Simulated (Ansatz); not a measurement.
# C4H7F: the cost of one run

Program: Ansatz 0.2.0, Gaussian basis. Level of theory: the settings change from run to run. These are calculated values, not measurements.

## 1. The geometry

The structure was relaxed beforehand with PBE0-D4 in a triple-zeta def2 set.

SMILES `C/C=C(/C)F`, 12 atoms, charge 0, spin multiplicity 1.

Atoms are counted from 1 here; the program's logs count them from 0.

Bond lengths: C1–C2 1.489 Å, C1–H6 1.094 Å, C1–H7 1.090 Å, C1–H8 1.094 Å, C2–C3 1.324 Å, C2–H9 1.085 Å, C3–C4 1.480 Å, C3–F5 1.352 Å, C4–H10 1.089 Å, C4–H11 1.094 Å, C4–H12 1.094 Å. Angles: C2–C1–H6 111.0°, C2–C1–H7 111.4°, C2–C1–H8 111.0°, H6–C1–H7 108.2°, H6–C1–H8 106.8°, H7–C1–H8 108.2°, C1–C2–C3 125.5°, C1–C2–H9 118.4°, C3–C2–H9 116.1°, C2–C3–C4 128.5°, C2–C3–F5 119.7°, C4–C3–F5 111.8°, C3–C4–H10 110.6°, C3–C4–H11 110.5°, C3–C4–H12 110.5°, H10–C4–H11 108.9°, H10–C4–H12 108.9°, H11–C4–H12 107.4°.

## 2. PBE-QIDH/pcseg-2

Options: charge +1, multiplicity 2, finite nuclei.

in.yaml reads:

```yaml
crystal:
  periodic: [false, false, false]
  atoms:
    - {symbol: C, position_ang: [-1.114534, 1.548417, -0.386878]}
    - {symbol: C, position_ang: [-0.373755, 0.263757, -0.519858]}
    - {symbol: C, position_ang: [0.362608, -0.301208, 0.424556]}
    - {symbol: C, position_ang: [1.123328, -1.569843, 0.364071]}
    - {symbol: F, position_ang: [0.483891, 0.299888, 1.629793]}
    - {symbol: H, position_ang: [-2.186224, 1.402310, -0.552848]}
    - {symbol: H, position_ang: [-0.979967, 1.985254, 0.602193]}
    - {symbol: H, position_ang: [-0.775144, 2.275757, -1.130655]}
    - {symbol: H, position_ang: [-0.430554, -0.268341, -1.463285]}
    - {symbol: H, position_ang: [1.012099, -2.036339, -0.614011]}
    - {symbol: H, position_ang: [0.769751, -2.265850, 1.130102]}
    - {symbol: H, position_ang: [2.185703, -1.389099, 0.550921]}
basis:
  gaussian: {orbitals: pcseg-2, nuclear_model: gaussian}
total_charge: 1
magnetization: {spin_polarized: true, initial_magnetization: 1}
hamiltonian: {xc: {name: PBE-QIDH}}
output: {forces: true}
```

Launch:

```bash
ansatz run in.yaml --threads 4 --pin off --events-out ev --progress --plain --max-ram 10444MiB
```

What time and memory should one allow on 4 threads of Intel Xeon 6975P-C, shared host?

About 11 s, with a peak of 1.2 GiB.
